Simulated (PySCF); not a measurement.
Si₂, SMILES [Si]=[Si] (connectivity only; charge and spin as stated), neutral, multiplicity 3. Coordinates come from a PBE0-D3(BJ)/def2-TZVPD optimisation.

All values below come from PBE0-D3(BJ)/def2-TZVPD run with PySCF 2.14.0.

Harmonic wavenumbers (cm⁻¹): 520. Rotational constants (GHz): 7.093 (linear); symmetry number 2.

### Question
Work out the zero-point energy and the ideal-gas rigid-rotor harmonic-oscillator thermochemistry at 298.15 K and 1 atm.

### Answer
ZPE = ½ Σ hcν = ½ × 520 cm⁻¹ = 0.74 kcal/mol. H − E(el) = 2.95 kcal/mol. Entropy in cal/(mol K): translation 38.00, rotation 14.07, vibration 0.61, spin 2.18, total 54.87. G − E(el) = -13.41 kcal/mol. Cp = 8.16 cal/(mol K).
